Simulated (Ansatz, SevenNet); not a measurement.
For zinc-blende InP, the machine-learned potential SevenNet-0 (trained on PBE and PBE+U data) gives:

| Quantity | Value |
|---|---|
| lattice constant a | 5.957 Å |
| zone-centre TO phonon frequency | 274 cm⁻¹ |
| elastic constant C11 | 94.9 GPa |
| elastic constant C44 | 33.8 GPa |
| Voigt–Reuss–Hill shear modulus | 31.0 GPa |

Question: What does r²SCANh (Ansatz, a program for electronic structure, PAW) give for the same quantities?

Answer: 
- lattice constant a: 5.892 Å (shrinks by 1.1 %)
- zone-centre TO phonon frequency: 301 cm⁻¹ (rises by 9.9 %)
- elastic constant C11: 102 GPa (increases by 7.5 %)
- elastic constant C44: 47.6 GPa (increases by 41 %)
- Voigt–Reuss–Hill shear modulus: 35.7 GPa (goes up by 15 %)

For comparison: lattice constant a 5.858 Å (measured, static lattice: zero-point anharmonic expansion removed; as tabulated in Mejia-Rodriguez and Trickey (2018), arXiv:1807.09216); zone-centre TO phonon frequency 307 cm⁻¹ (measured, temperature not stated, not corrected to a static lattice; as tabulated in Ioffe Institute, NSM Archive: InP, mechanic properties page); elastic constant C11 101 GPa (measured, temperature not stated, not corrected to a static lattice; as tabulated in Oses et al. (2018), arXiv:1811.08464); elastic constant C44 45.6 GPa (measured, temperature not stated, not corrected to a static lattice; as tabulated in Oses et al. (2018), arXiv:1811.08464).

Changes are worked out from the printed values.

Unless a cell is named, each level is at its own relaxed cell (SevenNet-0 26.42, r²SCANh 25.57 Å³/atom).

Ansatz's density-functional and Hartree–Fock values are scalar-relativistic unless marked +SOC, with PAW data made under PBE.
